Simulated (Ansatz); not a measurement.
Dissociation curve of Na2, singlet.

Calculation: full CI/cc-pVDZ, frozen core run with Ansatz (a first-principles code).

Task: Relative to R = 3.17 Å, what are the energies at R = 3.56, 4.65, 6.14, 6.84 Å?

Result: 1.1 kcal/mol at 3.56 Å, 9.1 kcal/mol at 4.65 Å, 14.6 kcal/mol at 6.14 Å, 15.3 kcal/mol at 6.84 Å.
